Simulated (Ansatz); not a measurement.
Consider the substitution at a C–C bond: `CC(C)C(C)Cl` + CH₃OH → `COC(C)Cl` + propane.

Calculated with Ansatz (gas phase, PBE0-D4/def2-TZVP geometries, no zero-point term in ΔE). CCSD(T)/CBS adds triple-zeta CCSD(T) − MP2 to the extrapolated MP2 energy (def2 sets, frozen cores). This one scheme is used for every species. One conformer a species, not always the lowest.

```json
{"species": "`CC(C)C(C)Cl`", "MP2/def2-SVP energy (Eh)": "-655.83051"}
{"species": "CH₃OH", "MP2/def2-SVP energy (Eh)": "-115.29133"}
{"species": "`COC(C)Cl`", "MP2/def2-SVP energy (Eh)": "-652.48989"}
{"species": "`CCC`", "MP2/def2-SVP energy (Eh)": "-118.62702"}
```

Problem. Work out ΔE.

Solution. ΔE = (-652.48989) + (-118.62702) − (-655.83051) − (-115.29133) = 0.00493 Eh = +12.9 kJ/mol. CCSD(T)/CBS gives +18.9 kJ/mol.

Largest T1 diagnostic among the species: 0.011.

The D4 term adds +9.2 kJ/mol with B3LYP and +5.3 kJ/mol with PBE0; it sums over pairs of atoms, weighted by their polarisabilities, and B3LYP, whose exchange is more repulsive, gets the larger term. At CCSD(T), def2-SVP lies −11.7 kJ/mol from the extrapolated value and def2-TZVPP −2.8 kJ/mol.

B3LYP here is the variant with VWN-RPA as its local correlation; programs differ in this.
